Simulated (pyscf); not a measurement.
`[CH3][F]` + `[Cl]` [doublet] → `[CH2][Cl]` [doublet] + `[FH]`, a concerted two-bond exchange (doublet surface; C–F, C–H broken, C–Cl, F–H formed). Single points on ωB97X-D3(BJ)/def2-SVP structures (PySCF, gas phase). Correlated levels are frozen-core, on RHF or UHF. ΔMP2 is the change of the MP2 total energy from the triple- to the quadruple-zeta basis. Energies in kJ/mol from the separated reactants.

Small-basis levels: PySCF, no dispersion term, spherical d functions. AM1 to PM7: differences of heats of formation from MOPAC. GFN2-xTB: tblite. Open shells are spin-unrestricted. 

```csv
level,barrier,reaction energy
HF/STO-3G,246.9,+162.4
HF/3-21G,236.2,+133.7
BP86/6-31G*,120.5,+15.0
PBE/6-31G*,[?],+15.7
PBE/def2-SVP,117.5,-8.1
GFN2-xTB,138.6,+84.8
PM6,[?],-83.1
CCSD(T)/def2-TZVPP + ΔMP2(QZVPP),[?],-27.9
```

### Question
Complete the blanks.

### Answer

- PBE/6-31G*, barrier: 116.5
- PM6, barrier: 187.2
- CCSD(T)/def2-TZVPP + ΔMP2(QZVPP), barrier: 189.6

Against the last row the barrier runs from -73.1 (PBE/6-31G*) to +57.3 kJ/mol (HF/STO-3G). CCSD(T)/def2-TZVPP + ΔMP2(QZVPP) has limits of its own. The same reactants have a lower exit, to •H₂C–F + HCl (barrier +14.7 kJ/mol at ωB97M-D3(BJ), against +172.8 kJ/mol here). One saddle was located; it need not be the lowest between these sides. The CCSD(T) − MP2 part came from Ansatz, without density fitting, on the same reference. A UHF reference is spin-contaminated (<S²> up to 0.88), which harms MP2 most. Left out: the spin-orbit lowering of Cl.
